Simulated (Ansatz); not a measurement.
System: rutile MnF2. Method: PBE+U in Ansatz (PAW).

Run with plane-wave cutoff 500 eV, 8×8×12 k mesh (along the axes of the cell as run), Fermi–Dirac smearing 0.05 eV, U_eff Mn 3.9 eV, spin-polarised with opposed moments, scalar-relativistic PAW data made under PBE.

Cell (relaxed at this level):

MnF$_{2}$ is taken in the tetragonal space group P4₂/mnm (No. 136), the rutile structure, Pearson symbol tP6. Cell: a = b = 4.979 Å, c = 3.359 Å, α = β = γ = 90.00°. Mn on 2a sees 6 F at 2.148–2.169 Å (octahedral). F on 4f is coordinated by 3 Mn at 2.148–2.169 Å (trigonal planar). (Neighbours: up to the widest gap in distance over summed covalent radii, below 1.35, at either atom; cation-cation and far metal-metal contacts left out.)

Q: Give the computed magnetic moment (largest site, within a sphere) and band gap.

A: 
- magnetic moment (largest site, within a sphere): 4.27 μB
- band gap: 3.64 eV (on the SCF k mesh)

Measured, for comparison: band gap 9.9 eV (temperature not stated, no zero-point or thermal correction, the source doubts the polymorph; as tabulated in Das and Bazhirov (2019), arXiv:1808.05325). Computed (rounded) less measured: band gap not scored (a reference that its source doubts or gives as a wide range).

Moments are spin moments.

The computed numbers hold no vibrational or temperature effects.

Ansatz is a first-principles code.
